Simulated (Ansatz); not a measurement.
Ideal-gas functions of `FC1=NCN1` at 800 K and 1 bar, from an Ansatz frequency run at PBE0-D4/def2-TZVP.

Molar mass 74.06 g/mol, point group C1 (symmetry number 1), electronic degeneracy 1, moments of inertia 36.303, 97.78, 129.788 u Å². Harmonic wavenumbers (cm⁻¹, unscaled): 305, 477, 609, 742, 774, 930, 1016, 1062, 1096, 1127, 1231, 1273, 1452, 1517, 1743, 3093, 3161, 3565.

Use S(trans) = R[1.5 ln M + 2.5 ln T − 1.1517]; rotational temperatures θ = 24.2544 K / I; S(rot) = R[ln(√π/σ · √(T³/θAθBθC)) + 1.5]; for each mode x = 1.438777 ν̃/T, S = R[x/(eˣ − 1) − ln(1 − e⁻ˣ)] and H = RT x/(eˣ − 1); 1 cm⁻¹ = 0.0119627 kJ/mol; R = 8.31446 J/(mol·K).

Question: By hand: the entropy, in J/(mol·K).

Answer: Translation 183.1. Rotation: θ = 0.6681, 0.2481, 0.1869 K, giving 115.0. Vibration, mode by mode: 13.41, 9.84, 7.96, 6.51, 6.20, 4.94, 4.37, 4.09, 3.90, 3.73, 3.22, 3.03, 2.35, 2.15, 1.56, 0.21, 0.19, 0.10, in all 77.8. Electronic 0.0. Sum 375.9 J/(mol·K).

Question: By hand: H − E and G − E in kJ/mol, counted from the electronic energy.

Answer: Zero-point energy ½ × 25173 × 0.0119627 = 150.6; thermal vibration 37.8; translation, rotation and pV give 4 RT = 26.6. H − E = 215.0 kJ/mol, and G − E = 215.0 − 800 × 375.9/1000 = -85.7 kJ/mol.

Vibration gives 21 % of the entropy. The sum counts one conformer and one mirror image; others add a mixing term.
